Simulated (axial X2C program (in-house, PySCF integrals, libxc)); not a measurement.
## Spectroscopic constants of SiP

Computed with an axial X2C code built on PySCF integrals. Spin-free means the one-electron spin-free X2C Hamiltonian; two-component (2c) means X2C with spin–orbit coupling and atomic mean-field two-electron Coulomb and Gaunt terms, so the difference of the two also holds small scalar two-electron terms. Basis: P dyall-v2z [7s7p1d], Si dyall-v2z [7s7p1d] (cores contracted in-house); Gaussian nuclei, density fitting, unrestricted open shells. Masses: P 30.974 u, Si 27.977 u.

The run was started with this input:
```json
{"zs": [15, 14], "q": 0, "bas": ["dyall-v2z", "dyall-v2z"], "levels": ["PBE0", "HF", "PBEsol", "r2SCAN0"], "cc": false, "r0": 2.09, "npts": 10, "nst": 2, "ntry": 6}
```
```bash
python so2c.py task.json out
```

Keys: zs atomic numbers; q charge; bas basis sets; levels methods; cc coupled cluster on or off; r0 starting distance in Å; npts points on the curve; nst determinants followed; ntry starts of the search. HF also brings MP2.

State, spin-free: M_S = 1/2, Λ = 1 (beyond evenly filled blocks: π+α, π+β, π-α); electrons by block: σα: 9, σβ: 9, π+α: 3, π+β: 3, π-α: 3, π-β: 2. Fragments: P + Si.

State, 2c: Ω = 3/2 (⟨Sz⟩ = 0.50, ⟨Lz⟩ = 1.00 at PBE0); electrons by block: 1/2: 12, -1/2: 12, 3/2: 3, -3/2: 2. Fragments: P + Si.

| Hamiltonian | level | Re (Å) | ωe (cm⁻¹) | ωexe (cm⁻¹) | Be (cm⁻¹) | αe (cm⁻¹) | De (eV) | k (mdyn/Å) | μ (D) |
| --- | --- | --- | --- | --- | --- | --- | --- | --- | --- |
| spin-free | PBE0 | 2.088 | 627.8 | n/a | 0.263 | 0.00129 | 3.43 | 3.41 | 1.00 |
| spin-free | HF | 2.131 | 454.3 | 0.621 | 0.2525 | 0.0022 | 1.25 | 1.79 | 0.98 |
| spin-free | PBEsol | 2.108 | 596.9 | 2.08 | 0.258 | 0.00133 | 3.99 | 3.09 | 0.86 |
| spin-free | r2SCAN0 | 2.082 | 636.6 | 3.21 | 0.2646 | 0.0014 | 3.12 | 3.51 | 1.02 |
| 2c | PBE0 | 2.088 | 627.8 | n/a | 0.263 | 0.00128 | 3.44 | 3.41 | 1.00 |
| 2c | HF | 2.131 | 453.6 | 0.574 | 0.2526 | 0.0022 | 1.25 | 1.78 | 0.99 |
| 2c | PBEsol | 2.109 | 596.8 | 2.08 | 0.2579 | 0.00133 | 4.00 | 3.09 | 0.86 |
| 2c | r2SCAN0 | 2.082 | 636.7 | 3.17 | 0.2646 | 0.00139 | 3.13 | 3.51 | 1.02 |

Dipoles are positive if Si is the positive end.

The state is one determinant whose occupation by symmetry is held fixed; it was picked as the lowest of a PBE0 search that is not exhaustive. De is counted from the lowest determinant-based energies of the atoms at the same level, without counterpoise correction. Density functionals use the spin component along the axis (collinear). The 2c atoms are single determinants rather than J levels; their spin–orbit lowering is only partly caught, and De is too large by that part. This holds for PBE0, PBEsol, r2SCAN0. Other states lie close and PBE0, whose exact exchange favours high spin, may order them wrongly; the determinant shown need not be the ground state. The nearest other spin-free determinant of the search, M_S = 1/2, Λ = 0, lies 0.22 eV up at the distance of the search. The functionals have no current-density term, which raises determinants with orbital currents, atoms included. At some level and bond length an empty orbital lies below a filled one. The determinant is spin-polarised beyond a pure state at some levels (its spin-free form has ⟨S²⟩ too high), which makes Re and μ there less reliable.

No reliable constants came from MP2 (2c), MP2 (spin-free): no minimum in range, unconverged points, a curve that is not smooth, a change of character along it, or the two Hamiltonians disagreeing along it.

Rough cost a point (2c) on 1 thread(s) of a shared host, integrals apart: PBE0 0.23 s, HF 0.13 s, PBEsol 0.17 s, r2SCAN0 0.4 s.

The whole task took 35 s on 1 thread of Arm Neoverse N1, on a shared host.
